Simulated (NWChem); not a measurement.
System: sulfur dioxide (SO$_{2}$); SMILES O=S=O

Input file for NWChem:

```
start job
memory heap 200 mb stack 900 mb global 1100 mb
geometry units angstroms noautoz
  O      1.250381     0.000000     0.373591
  S      0.000000     0.000000    -0.369092
  O     -1.250381     0.000000     0.373591
end
basis spherical
  * library def2-svp
end
dft
  xc xcamb88 1.00 lyp 0.81 vwn_5 0.19 hfexch 1.00
  cam 0.33 cam_alpha 0.19 cam_beta 0.46
  iterations 150
  vectors input atomic output neutral.movecs
end
task dft energy
charge 1
dft
  odft
  mult 2
  vectors input atomic output cation.movecs
end
task dft energy
```

Output (shortened):

```
             Northwest Computational Chemistry Package (NWChem) 7.3.0
             --------------------------------------------------------

 C2V symmetry detected

                             Geometry "geometry" -> ""
                             -------------------------

 Output coordinates in angstroms (scale by  1.889725989 to convert to a.u.)

  No.       Tag          Charge          X              Y              Z
 ---- ---------------- ---------- -------------- -------------- --------------
    1 O                    8.0000     1.25038100     0.00000000     0.37134150
    2 S                   16.0000     0.00000000     0.00000000    -0.37134150
    3 O                    8.0000    -1.25038100     0.00000000     0.37134150

 Effective nuclear repulsion energy (a.u.)     106.6927956085

      Symmetry information
      --------------------

 Group name             C2v
 Group number             16
 Group order               4
 No. of unique centers     2

                                 NWChem DFT Module
                                 -----------------

 Summary of "ao basis" -> "ao basis" (spherical)
 ------------------------------------------------------------------------------
       Tag                 Description            Shells   Functions and Types
 ---------------- ------------------------------  ------  ---------------------
 O                          def2-svp                 6       14   3s2p1d
 S                          def2-svp                 8       18   4s3p1d

      Symmetry analysis of basis
      --------------------------

        a1         19
        a2          5
        b1         14
        b2          8

            General Information
            -------------------
          SCF calculation type: DFT
          Wavefunction type:  closed shell.
          No. of atoms     :     3
          No. of electrons :    32
           Alpha electrons :    16
            Beta electrons :    16
          Charge           :     0
          Spin multiplicity:     1
          Use of symmetry is: on ; symmetry adaption is: on
          Maximum number of iterations: 150
          AO basis - number of functions:    46
                     number of shells:    20
          Convergence on energy requested:  1.00D-06
          Convergence on density requested:  1.00D-05
          Convergence on gradient requested:  5.00D-04

              XC Information
              --------------
                     Hartree-Fock (Exact) Exchange  1.000
                   CAM-Becke88 Exchange Functional  1.000
                      VWN V Correlation Functional  0.190 local
              Lee-Yang-Parr Correlation Functional  0.810

           Range-Separation Parameters
           ---------------------------
           Alpha           :  0.19
           Beta            :  0.46
           Gamma           :  0.33
           Short-Range HF  :     F

             Grid Information
             ----------------
          Grid used for XC integration:  medium
          Radial quadrature: Mura-Knowles
          Angular quadrature: Lebedev.
          Tag              B.-S. Rad. Rad. Pts. Rad. Cut. Ang. Pts.
          ---              ---------- --------- --------- ---------
          O                   0.60       49           7.0       434
          S                   1.00       88           5.0       590
          Grid pruning is: on
          Number of quadrature shells:   137
          Spatial weights used:  Erf1

      Superposition of Atomic Density Guess
      -------------------------------------

 Sum of atomic energies:        -546.72962619

      Non-variational initial energy
      ------------------------------

 Total energy =    -547.554741
 1-e energy   =    -967.895713
 2-e energy   =     313.648176
 HOMO         =      -0.325713
 LUMO         =      -0.105179

      Symmetry analysis of molecular orbitals - initial
      -------------------------------------------------

  Numbering of irreducible representations:

     1 a1          2 a2          3 b1          4 b2

  Orbital symmetries:

     1 a1          2 b1          3 a1          4 a1          5 b1
     6 a1          7 b2          8 a1          9 b1         10 a1
    11 b1         12 b2         13 a1         14 a2         15 b1
    16 a1         17 b2         18 a1         19 b1         20 a1
    21 a1         22 b2         23 b1         24 a2         25 a1
    26 b2

   convergence    iter        energy       DeltaE   RMS-Dens  Diis-err
 ---------------- ----- ----------------- --------- --------- ---------
 d= 0,ls=0.0,diis     1   -548.1671398174 -6.55D+02  3.26D-02  1.17D+00
 d= 0,ls=0.0,diis     2   -548.0845394871  8.26D-02  1.81D-02  2.24D+00
 d= 0,ls=0.0,diis     3   -548.3004165469 -2.16D-01  2.29D-03  2.20D-02
 d= 0,ls=0.0,diis     4   -548.3023987085 -1.98D-03  4.33D-04  8.52D-04
 d= 0,ls=0.0,diis     5   -548.3024910105 -9.23D-05  1.41D-04  8.43D-06
  Resetting Diis
 d= 0,ls=0.0,diis     6   -548.3024940354 -3.02D-06  2.72D-05  4.71D-07
 d= 0,ls=0.0,diis     7   -548.3024941771 -1.42D-07  4.72D-06  2.20D-08

         Total DFT energy =     -548.302494177109
      One electron energy =     -967.103376277438
           Coulomb energy =      354.919602331662
    Exchange-Corr. energy =      -42.811515839861
 Nuclear repulsion energy =      106.692795608529

 Numeric. integr. density =       31.999997069619

                  Occupations of the irreducible representations
                  ----------------------------------------------

                     irrep           alpha         beta
                     --------     --------     --------
                     a1                8.0          8.0
                     a2                1.0          1.0
                     b1                5.0          5.0
                     b2                2.0          2.0

                       DFT Final Molecular Orbital Analysis
                       ------------------------------------

 Vector   14  Occ=2.000000D+00  E=-4.275467D-01  Symmetry=a2
              MO Center=  1.6D-15, -4.1D-16,  3.2D-01, r^2= 2.0D+00
   Bfn.  Coefficient  Atom+Function         Bfn.  Coefficient  Atom+Function
  ----- ------------  ---------------      ----- ------------  ---------------
     5      0.444509  1 O  py                37     -0.444509  3 O  py
     8      0.333561  1 O  py                40     -0.333561  3 O  py
    28      0.140211  2 S  d -2

 Vector   15  Occ=2.000000D+00  E=-4.181803D-01  Symmetry=b1
              MO Center= -4.9D-15, -2.4D-16,  2.7D-01, r^2= 2.2D+00
   Bfn.  Coefficient  Atom+Function         Bfn.  Coefficient  Atom+Function
  ----- ------------  ---------------      ----- ------------  ---------------
     4      0.343667  1 O  px                36      0.343667  3 O  px
     6     -0.306881  1 O  pz                38      0.306881  3 O  pz
     7      0.247713  1 O  px                39      0.247713  3 O  px
     9     -0.213621  1 O  pz                41      0.213621  3 O  pz
    25      0.142482  2 S  px                31      0.111997  2 S  d  1

 Vector   16  Occ=2.000000D+00  E=-3.926737D-01  Symmetry=a1
              MO Center=  1.3D-14, -2.1D-16,  2.4D-02, r^2= 2.1D+00
   Bfn.  Coefficient  Atom+Function         Bfn.  Coefficient  Atom+Function
  ----- ------------  ---------------      ----- ------------  ---------------
    18      0.482855  2 S  s                  6      0.401286  1 O  pz
    38      0.401286  3 O  pz                 9      0.303956  1 O  pz
    41      0.303956  3 O  pz                24     -0.234153  2 S  pz
    17      0.149322  2 S  s                 16     -0.136957  2 S  s
    27     -0.136651  2 S  pz                32     -0.121758  2 S  d  2

 Vector   17  Occ=0.000000D+00  E=-7.834394D-02  Symmetry=b2
              MO Center=  2.4D-15, -2.8D-16, -1.1D-01, r^2= 2.0D+00
   Bfn.  Coefficient  Atom+Function         Bfn.  Coefficient  Atom+Function
  ----- ------------  ---------------      ----- ------------  ---------------
    26      0.618854  2 S  py                23      0.395167  2 S  py
     5     -0.356354  1 O  py                37     -0.356354  3 O  py
     8     -0.340968  1 O  py                40     -0.340968  3 O  py
    20      0.207786  2 S  py                29     -0.075552  2 S  d -1

 Vector   18  Occ=0.000000D+00  E= 1.223093D-01  Symmetry=a1
              MO Center=  2.7D-15,  5.1D-17,  5.5D-02, r^2= 1.8D+00
   Bfn.  Coefficient  Atom+Function         Bfn.  Coefficient  Atom+Function
  ----- ------------  ---------------      ----- ------------  ---------------
    18      1.271226  2 S  s                 27      1.066172  2 S  pz
     3     -0.654556  1 O  s                 35     -0.654556  3 O  s
     7      0.490023  1 O  px                39     -0.490023  3 O  px
     4      0.303648  1 O  px                36     -0.303648  3 O  px
    24      0.281704  2 S  pz                32     -0.199125  2 S  d  2

 Vector   19  Occ=0.000000D+00  E= 1.486881D-01  Symmetry=b1
              MO Center=  1.3D-14,  2.2D-16, -5.9D-01, r^2= 2.0D+00
   Bfn.  Coefficient  Atom+Function         Bfn.  Coefficient  Atom+Function
  ----- ------------  ---------------      ----- ------------  ---------------
    25      1.496927  2 S  px                 3     -0.714421  1 O  s
    35      0.714421  3 O  s                  9      0.391023  1 O  pz
    41     -0.391023  3 O  pz                22      0.272024  2 S  px
     6      0.260040  1 O  pz                38     -0.260040  3 O  pz
     7      0.233766  1 O  px                39      0.233766  3 O  px

     Multipole analysis of the density
     ---------------------------------

     L   x y z        total         alpha         beta         nuclear
     -   - - -        -----         -----         ----         -------
     0   0 0 0     -0.000000    -16.000000    -16.000000     32.000000

[...]
```

Level: CAM-B3LYP/def2-SVP, vertical spin-unrestricted ions. The geometry was optimised at PBE0/def2-SVP.
